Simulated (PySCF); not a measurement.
## Fluorine: a sound run and one with changed settings

Sound run: F [He] 2s2 2p5, F⁺ [He] 2s2 2p4. All numbers are calculated (PySCF 2.14, no relativity, point nucleus, in cc-pVTZ (4s3p2d1f, 30 functions)). In the sound run the correlated levels freeze 1s2. The sound run starts from symmetry-adapted Hartree-Fock orbitals and uses a fine grid where one is needed.

Changed run: a valence shell is frozen. This setting is unsound on purpose.

```csv
species,method,sound run (hartree),changed run (hartree),converged
F,MP2,-99.60536,-99.52823,yes
F,CCSD(T),-99.62036,-99.53544,yes
F⁺,MP2,-98.97349,-98.89770,yes
F⁺,CCSD(T),-98.99079,-98.90451,yes
```

Ionisation energy of F:

```tsv
method	sound run (eV)	changed run (eV)
UHF	15.654	15.654
MP2	17.194	17.158
SCS-MP2	17.181	17.221
CCSD	17.089	17.130
CCSD(T)	17.131	17.168
```

Freezing a valence shell removes pair correlation that changes on ionisation.

For comparison, NIST gives 17.423 eV between the lowest levels.
